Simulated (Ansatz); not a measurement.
SiH2Me(SiH3) (CH8Si2). Total charge 0; singlet. Geometry PBE-D4/def2-SVP.

Cartesian coordinates in Å:
```
C 0.365 1.166 1.253
Si 0.811 0.152 -0.286
Si -0.985 -1.218 -0.952
H 2.009 -0.722 -0.009
H 1.173 1.067 -1.429
H 1.217 1.804 1.562
H 0.105 0.502 2.101
H -0.505 1.824 1.051
H -1.339 -2.192 0.143
H -0.644 -2.003 -2.192
H -2.206 -0.382 -1.242
```

(1) Estimate the orbital energies around the gap (eV) in Ansatz with HF/STO-3G, PBE-D4/def2-SVP, PBE-D4/def2-TZVP, r2SCAN-D4/def2-TZVP, PBE0-D4/def2-SVP.

Results:

(1) 
```tsv
orbital	HF/STO-3G	PBE-D4/def2-SVP	PBE-D4/def2-TZVP	r2SCAN-D4/def2-TZVP	PBE0-D4/def2-SVP
HOMO−5	-13.91	-9.93	-9.99	-10.38	-11.49
HOMO−4	-11.42	-8.48	-8.51	-8.87	-9.87
HOMO−3	-11.33	-8.46	-8.48	-8.84	-9.84
HOMO−2	-10.63	-7.87	-7.92	-8.26	-9.21
HOMO−1	-10.43	-7.83	-7.85	-8.17	-9.16
HOMO	-8.44	-6.92	-6.91	-7.17	-8.07
LUMO	10.80	-0.40	-0.71	-0.39	0.41
LUMO+1	13.02	-0.12	-0.37	-0.11	0.70
LUMO+2	13.14	0.52	0.01	0.49	1.39
LUMO+3	14.10	1.06	0.31	0.83	1.94
LUMO+4	14.67	1.36	0.62	1.10	2.27
LUMO+5	16.06	1.62	1.11	1.58	2.55
```
